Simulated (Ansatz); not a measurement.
SiNH7O, singlet: a pair in one relaxed arrangement.

The input file, in.yaml:

```yaml
crystal:
  periodic: [false, false, false]
  atoms:
    - {symbol: N, position_ang: [0.128278, 0.415691, -1.952764]}
    - {symbol: H, position_ang: [-0.829615, 0.165889, -2.167372]}
    - {symbol: H, position_ang: [0.246652, 1.394546, -2.184563]}
    - {symbol: H, position_ang: [0.726752, -0.118060, -2.571692]}
    - {symbol: Si, position_ang: [-0.191158, -0.391203, 1.821302]}
    - {symbol: O, position_ang: [0.930505, -0.075061, 0.681211]}
    - {symbol: H, position_ang: [0.524765, -0.669261, 3.091423]}
    - {symbol: H, position_ang: [-1.125187, 0.753241, 2.041497]}
    - {symbol: H, position_ang: [-1.035943, -1.574803, 1.479331]}
    - {symbol: H, position_ang: [0.624950, 0.099119, -0.238273]}
basis:
  gaussian: {orbitals: 6-31G}
hamiltonian: {xc: {name: B3LYP}, dispersion: d4}
```

Launched with

```bash
ansatz run in.yaml --threads 4 --pin off --events-out ev --progress --plain --max-ram 9574MiB
```

What Ansatz 0.2.0 printed:

```
Functional definition: B3LYP
  name "B3LYP"
  cite "Stephens, Devlin, Chabalowski & Frisch, J. Phys. Chem. 98, 11623 (1994) doi:10.1021/j100096a001"
  cite "Becke, Phys. Rev. A 38, 3098 (1988) doi:10.1103/PhysRevA.38.3098"
  cite "Lee, Yang & Parr, Phys. Rev. B 37, 785 (1988) doi:10.1103/PhysRevB.37.785"
  cite "Vosko, Wilk & Nusair, Can. J. Phys. 58, 1200 (1980) doi:10.1139/p80-159"
  parameter a0 = 0.2
  parameter ax = 0.72
  parameter ac = 0.81
  exchange = (1 - a0 - ax)*slater_x + ax*b88_x + a0*exact_x
  correlation = (1 - ac)*vwn_rpa_c + ac*lyp_c
571 factors; integrals over basis functions are off by at most 2.7e-4 eV
mean field evaluation 1: about -11518.7983 eV, gradient 6.8e1 eV
mean field evaluation 2: about -11501.5061 eV, gradient 1.1e2 eV
mean field evaluation 4: about -11527.0853 eV, gradient 6.8e0 eV
mean field evaluation 8: about -11527.3209 eV, gradient 7.2e-2 eV
mean field -11527.32089820 eV, -423.6212295101 hartree, gradient 1.8e-5 eV, S^2 0.000000; 0 other end points of the search recorded, 0 dependent functions left out
reference -11527.32114193 eV, -423.6212384668 hartree; 18, 18 occupied and 27, 27 virtual orbitals, 571 factors
Total energy: -11527.50414332 eV, -423.6279636442 hartree
```

The lines “mean field evaluation” count trial sets of orbitals through the whole run, from several starts and some on an approximate energy, so they need not fall steadily or lie above the final value.

Hardware: 4 CPU threads of an Intel Xeon Platinum 8375C, shared host. Wall time about 0.6 s.
